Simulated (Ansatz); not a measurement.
# C2H3NS: the cost of one run

Method: RKS PBE0/def2-SVP, in Ansatz 0.2.0.

## 1. The starting structure

Bond lengths: N1–C2 1.202 Å, C2–C3 1.371 Å, C2–S4 1.637 Å, C3–S4 1.887 Å, N1–H5 1.047 Å, C3–H6 1.096 Å, C3–H7 1.100 Å. Angles: N1–C2–C3 137.1°, N1–C2–S4 145.7°, C3–C2–S4 77.1°, C2–N1–H5 113.8°, C2–C3–S4 57.8°, C2–C3–H6 121.5°, C2–C3–H7 123.1°, S4–C3–H6 108.4°, S4–C3–H7 110.3°, H6–C3–H7 115.1°, C2–S4–C3 45.1°.

As a file:

```xyz
7

N    -1.3068    0.4332   -0.8479
C    -0.5418   -0.2349   -0.2043
C     0.6876   -0.0714    0.3811
S    -0.2286   -1.7204    0.4078
H    -0.9837    1.4181   -0.9978
H     1.6146   -0.2008   -0.1894
H     0.8199    0.3082    1.4047
```

## 2. Relaxing end A

The input, input.yaml:

```yaml
crystal:
  periodic: [false, false, false]
  atoms:
    - { symbol: "N", position_ang: [-1.3068, 0.4332, -0.8479] }
    - { symbol: C, position_ang: [-0.5418, -0.2349, -0.2043] }
    - { symbol: C, position_ang: [0.6876, -0.0714, 0.3811] }
    - { symbol: S, position_ang: [-0.2286, -1.7204, 0.4078] }
    - { symbol: H, position_ang: [-0.9837, 1.4181, -0.9978] }
    - { symbol: H, position_ang: [1.6146, -0.2008, -0.1894] }
    - { symbol: H, position_ang: [0.8199, 0.3082, 1.4047] }
basis:
  gaussian: { orbitals: def2-SVP }
hamiltonian:
  xc: pbe0
relax:
  f_tol: 0.015
  max_steps: 40
output:
  orbitals: {}
```

The run is started by

```
$ ansatz run input.yaml --threads 1 --pin off --max-ram 2048MiB --backend cpu --events-out ev --progress --plain --runs-dir out
```

Q: Estimate wall time and peak memory on 1 thread of Arm Neoverse V1, shared host.

About 23 s, with a peak of 0.14 GiB.
